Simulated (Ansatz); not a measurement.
Two isomers of C7H16: A = `CCCC(C)CC`, B = `CCC(C)C(C)C`.

Isolated molecules relaxed with PBE0-D4/def2-TZVP in Ansatz; ΔE leaves out vibrations. CCSD(T)/CBS adds triple-zeta CCSD(T) − MP2 to the extrapolated MP2 energy (def2 sets, frozen cores). Functionals use def2-TZVPP. Each species was taken in one conformer, which may not be the lowest.

A:

```xyz
23

C     0.759   -2.244    2.337
C     1.061   -1.189    1.287
C    -0.199   -0.612    0.662
C     0.024    0.529   -0.328
C     0.821    0.075   -1.543
C    -1.317    1.141   -0.726
C    -1.219    2.402   -1.569
H     0.154   -1.831    3.149
H     0.201   -3.080    1.905
H     1.674   -2.649    2.777
H     1.642   -0.376    1.739
H     1.700   -1.625    0.513
H    -0.853   -0.252    1.466
H    -0.755   -1.415    0.160
H     0.603    1.308    0.188
H     1.795   -0.328   -1.261
H     0.279   -0.707   -2.085
H     1.002    0.898   -2.238
H    -1.905    0.384   -1.262
H    -1.879    1.366    0.187
H    -0.765    2.211   -2.543
H    -2.208    2.830   -1.750
H    -0.616    3.164   -1.066
```

B:

```xyz
23

C    -0.625    0.708    2.462
C    -0.452   -0.151    1.220
C     0.129    0.603    0.023
C    -0.848    1.644   -0.508
C     0.621   -0.328   -1.100
C     1.862   -1.111   -0.694
C    -0.455   -1.272   -1.623
H    -0.996    0.115    3.302
H    -1.335    1.522    2.302
H     0.327    1.154    2.766
H     0.198   -0.996    1.468
H    -1.419   -0.582    0.939
H     1.019    1.141    0.381
H    -1.787    1.183   -0.826
H    -0.428    2.173   -1.367
H    -1.092    2.391    0.249
H     0.912    0.330   -1.930
H     2.650   -0.446   -0.331
H     2.262   -1.672   -1.543
H     1.644   -1.835    0.096
H    -1.353   -0.738   -1.940
H    -0.748   -2.000   -0.861
H    -0.085   -1.834   -2.484
```

Which isomer does CCSD(T)/CBS put lower? Give the gap. (An estimate is asked.)

The calculation gave: B, by 0.1 kcal/mol. So small a gap doesn't settle the order.

Give E(B) − E(A) in kcal/mol with CCSD/def2-TZVPP, CCSD(T)/def2-TZVPP, ωB97M-V, B2PLYP, r2SCAN-D4, LDA (SPW92), BLYP-D4. (Best estimate.)

Computed: CCSD/def2-TZVPP 0.2, CCSD(T)/def2-TZVPP -0.2, ωB97M-V -0.1, B2PLYP 0.9, r2SCAN-D4 0.2, LDA (SPW92) -0.4, BLYP-D4 0.1. The order is the other way round with CCSD/def2-TZVPP, B2PLYP, r2SCAN-D4.

Largest T1 diagnostic: 0.009.

In def2-TZVPP, CCSD(T) changes the Hartree–Fock value by −2.6 kcal/mol (the triples alone add −0.4 kcal/mol) and MP2 by −3.0 kcal/mol. Leaving LDA and LC-ωPBE aside and taking each functional with its dispersion term where it has one, the values, not all of them listed here, spread over 1.0 kcal/mol, from revPBE-D4 to B2PLYP. LDA lies −1.6 kcal/mol from PBE without D4.
